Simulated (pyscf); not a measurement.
Structures and frequencies: ωB97X-D3(BJ)/def2-SVP in PySCF. Correlated levels are frozen-core, on RHF or UHF. ΔMP2 is the change of the MP2 total energy from the triple- to the quadruple-zeta basis.

What is the homolytic dissociation enthalpy (298 K, CCSD(T)/def2-TZVPP + ΔMP2(QZVPP)) of the C–H bond of H₂C=N–CH₃, to •HC=N–CH₃ + H•?

C–H to •HC=N–CH₃ + H•: 97.3 kcal/mol. The radicals are drawn with the spin at the cut bond; how far it spreads was not checked. H₂C=N–CH₃ lies 9.1 kcal/mol over its isomer H₃C–CH=NH, and others may lie lower still (electronic energy, ωB97M-D3(BJ)). Other isomers of •HC=N–CH₃ were not searched in full and may lie lower. The CCSD(T) − MP2 part came from Ansatz, without density fitting, on the same reference.
